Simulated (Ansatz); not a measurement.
# CHSi (doublet): wave-function methods side by side at distance C2–H3 = 1.302 Å, 6-31G

Aim: climb from Hartree-Fock through coupled cluster and multireference methods for CHSi (doublet) at one geometry and basis, and see what each rung misses.

Computed with Ansatz 0.2.0, Gaussian basis. Level: 6-31G, core rule «outside noble gas», up to 6 orbitals frozen.

To be run: UHF; CCSD(T) on ROHF; CCSD(T) on UHF; BCCD(T) on ROHF; CISD; CCSDT(Q) on ROHF; CCSDT(Q) on UHF; CISDTQ; CCSDTQ on ROHF; CASSCF and MRCISD+Q, 3 electrons in 3 orbitals; CASSCF and NEVPT2, 3 electrons in 3 orbitals; CASSCF and MRCISD+Q, 9 electrons in 9 orbitals; CASSCF and NEVPT2, 9 electrons in 9 orbitals; Full CI.

19 further runs of the same task are left out: 1 for a mislabelled method, 1 for a known fault of the program, 9 that didn't finish, 8 set aside as unsound or not needed.

## Step 1: What is computed

The geometry derives from a PBE0/def2-TZVP stationary point (not a proven minimum). One bond is set to the value named and the two fragments are kept rigid.

3 atoms, charge 0, spin multiplicity 2.

Atoms are counted from 1 here; the program's logs count them from 0.

Bond lengths: Si1–C2 1.682 Å, C2–H3 1.302 Å. Angles: Si1–C2–H3 180.0°.

## Step 2: UHF

Contents of in.yaml:

```yaml
crystal:
  periodic: [false, false, false]
  atoms:
    - {symbol: Si, position_ang: [0.000000, 0.000000, 1.555634]}
    - {symbol: C, position_ang: [0.000000, 0.000000, -0.126817]}
    - {symbol: H, position_ang: [0.000000, 0.000000, -1.428817]}
basis:
  gaussian: {orbitals: 6-31G}
magnetization: {spin_polarized: true, initial_magnetization: 1}
hamiltonian: {xc: hf}
output: {orbitals: {seedname: orbitals}}
```

The run is started by

```console
> ansatz run in.yaml --threads 1 --pin off --events-out ev --progress --plain --max-ram 2393MiB
```

Further steps of the session: CCSD(T) on ROHF; CCSD(T) on UHF; BCCD(T) on ROHF; CISD; CCSDT(Q) on ROHF; CCSDT(Q) on UHF; CISDTQ; CCSDTQ on ROHF; CASSCF and MRCISD+Q, 3 electrons in 3 orbitals; CASSCF and NEVPT2, 3 electrons in 3 orbitals; CASSCF and MRCISD+Q, 9 electrons in 9 orbitals; CASSCF and NEVPT2, 9 electrons in 9 orbitals; Full CI.

Before running them: what should the planned runs give, taken together? Wanted: FCI below the RHF energy; RMP2 from FCI; UMP2 from FCI; RCCSD from FCI; RCCSD(T) from FCI; UCCSD(T) from FCI; RCCSDT(Q) from FCI; UCCSDT(Q) from FCI; MRCISD+Q pair from FCI.

As calculated:

| quantity | value |
| --- | --- |
| FCI below the RHF energy | -4.2733 eV |
| RMP2 from FCI | +18.33 kcal/mol |
| UMP2 from FCI | +29.49 kcal/mol |
| RCCSD from FCI | +4.57 kcal/mol |
| RCCSD(T) from FCI | +1.04 kcal/mol |
| UCCSD(T) from FCI | +1.28 kcal/mol |
| RCCSDT(Q) from FCI | +0.04 kcal/mol |
| UCCSDT(Q) from FCI | +0.02 kcal/mol |
| MRCISD+Q pair from FCI | +1.70 kcal/mol |
| NEVPT2 valence from FCI | +6.73 kcal/mol |
| MRCISD+Q valence from FCI | +0.40 kcal/mol |
| levels within 1 kcal/mol (43 meV) | RCCSDT, UCCSDT, CISDTQ, RCCSDT(Q), UCCSDT(Q), RCCSDTQ, MRCISD valence, MRCISD+Q valence |
| T1 diagnostic | 0.026 |
| effectively unpaired electrons | 1.15 |

What this shows: RCCSD(T) misses by +1.04 kcal/mol, 1.1 % of the correlation energy. One determinant dominates. Of the multireference levels listed MRCISD+Q valence comes nearest in total energy (+0.40 kcal/mol), which doesn't show that its space is the better one. These misses are within one basis, not against nature; the frozen cores of restricted and unrestricted runs differ, which can shift their rows.
